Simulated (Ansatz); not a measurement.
This geometry of C$_{3}$H$_{6}$OS (11 atoms, charge 0, multiplicity 1) is a first-order saddle point.

The calculation used Ansatz 0.2.0, RKS PBE0-D4/def2-SVP.

```xyz
11
Properties=species:S:1:pos:R:3
C -1.245 -0.127 1.008
C -0.024 0.170 0.200
S 0.735 1.730 0.530
C 0.466 -0.680 -0.716
O 1.598 -0.437 -1.445
H -1.654 -1.112 0.745
H -2.030 0.628 0.837
H -1.015 -0.119 2.086
H 1.870 1.446 -0.147
H -0.003 -1.660 -0.869
H 1.367 0.106 -2.209
```

Q: Which two structures does it join? (They come from a converged band through this point; their orientation in space is the band's.)

A: No bond is made or broken. The dihedral C2–C4–O5–H11 goes from -180 to 0°.

First end point:

```xyz
11
Properties=species:S:1:pos:R:3
C -1.276 -0.131 0.988
C -0.036 0.235 0.239
S 0.760 1.711 0.797
C 0.439 -0.497 -0.779
O 1.568 -0.157 -1.455
H -1.719 -1.053 0.584
H -2.033 0.669 0.924
H -1.064 -0.294 2.058
H 1.771 1.669 -0.095
H -0.082 -1.407 -1.097
H 1.738 -0.804 -2.144
```

Last end point:

```xyz
11
Properties=species:S:1:pos:R:3
C -1.004 -0.206 1.091
C -0.042 0.134 0.000
S 0.834 1.686 0.072
C 0.169 -0.632 -1.089
O 1.020 -0.377 -2.081
H -1.504 -1.165 0.885
H -1.778 0.570 1.204
H -0.494 -0.297 2.066
H 1.793 1.329 0.963
H -0.381 -1.568 -1.232
H 1.455 0.469 -1.858
```

Q: How far does it lie above each of them?

A: 2.0 kcal/mol above the first and 7.0 kcal/mol above the second. This is the barrier of this one path; another mechanism may lie lower.

Time of the run: 81 s on 2 threads of Intel(R) Xeon(R) 6975P-C (Granite Rapids), on a shared host, peak memory 0.25 GiB.
